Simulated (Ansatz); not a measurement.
C2H2F2O, SMILES `F[C@@H]1O[C@@H]1F`. Charge 0, multiplicity 1. All single points use the PBE0-D4/def2-TZVP geometry.

```xyz
7

F     0.173    1.656   -0.564
C     0.020    0.658    0.318
O    -1.146   -0.097    0.177
C     0.060   -0.707   -0.174
F     0.248   -0.905   -1.487
H     0.286    0.971    1.324
H     0.360   -1.575    0.406
```

Question: What is the dipole moment at r2SCAN/def2-TZVPP? (Estimate.)

Answer: Computed: 2.63 D, with components (1.19, -0.77, 2.22) D in this frame, pointing from negative to positive charge.

Question: And with PBE, B3LYP, ωB97M-V? (Estimate.)

Answer: The calculation gave: PBE 2.52 D, B3LYP 2.75 D, ωB97M-V 2.75 D.

Question: Give the Mulliken charges with r2SCAN, PBE, B3LYP in def2-TZVPP. (Best estimate.)

Answer: Ansatz gave: 
```
atom  r2SCAN    PBE  B3LYP
  F1   -0.19  -0.15  -0.19
  C2    0.26   0.17   0.23
  O3   -0.28  -0.22  -0.29
  C4    0.26   0.17   0.23
  F5   -0.19  -0.15  -0.19
  H6    0.07   0.09   0.10
  H7    0.07   0.09   0.10
```

B3LYP here is the variant with VWN-RPA as its local correlation; programs differ in this.
